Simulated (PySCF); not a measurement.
# C₂H₄O₂: geometry, coupled-cluster ionisations and excitations

Aim: predict the coupled-cluster ionisations and excitations of C₂H₄O₂ (`COC=O`).

The runs use PySCF 2.14.0, with density-fitted response routines of our own; the level of theory stands in each step. All values are computed, except where a source is named. Atoms count from 0, in the outputs and in this text.

### Step 1. The molecule as given

8 atoms, charge 0, multiplicity 1; geometry from: GFN2-xTB.

Bonds of the start (Å): C0–O1 1.43, O1–C2 1.32, C2–O3 1.19, C0–H4 1.09, C0–H5 1.09, C0–H6 1.10, C2–H7 1.10.

### Step 2. Relaxing the molecule at PBE0-D3(BJ)/def2-TZVP

The job: settings as JSON, then the geometry in Å.

```
{"job": {"xc": "PBE0", "basis": "def2-TZVP", "d3": "d3bj", "grid": 2, "kind": "geom"}, "charge": 0, "multiplicity": 1}
C     -1.467490    -0.111340    -0.118020
O     -0.220360    -0.613050    -0.593490
C      0.864110    -0.074030    -0.065160
O      0.899210     0.785070     0.764330
H     -2.240100    -0.652910    -0.656930
H     -1.556740    -0.276430     0.951990
H     -1.540920     0.964960    -0.317090
H      1.752160    -0.548040    -0.516190
```

**Question.** This job is followed by: EOM-CCSD/aug-cc-pVDZ, vertical, frozen core, gas phase. Predict these results of the whole session: point group; rotational constants (main isotopes); correlation energy, MP2 and CCSD; T1 diagnostic; first ionisation (EOM-IP-CCSD); lowest singlet (EOM-EE-CCSD).

As calculated:

| quantity | value |
| --- | --- |
| point group | Cs |
| rotational constants (main isotopes) | 20.33, 6.97, 5.36 GHz |
| correlation energy, MP2 and CCSD | -18.28, -18.96 eV |
| T1 diagnostic | 0.0163 |
| first ionisation (EOM-IP-CCSD) | 10.93 eV |
| lowest singlet (EOM-EE-CCSD) | 6.04 eV |

**Reading.** The optimisation took 5 steps and gained 0.005 eV; among the close pairs (by a distance rule), O1–C2 changed most, from 1.321 to 1.330 Å. MP2 recovers 96 % of the CCSD correlation energy. For the hole of the first ionisation, Koopmans' theorem lies 1.74 eV above EOM-IP-CCSD.
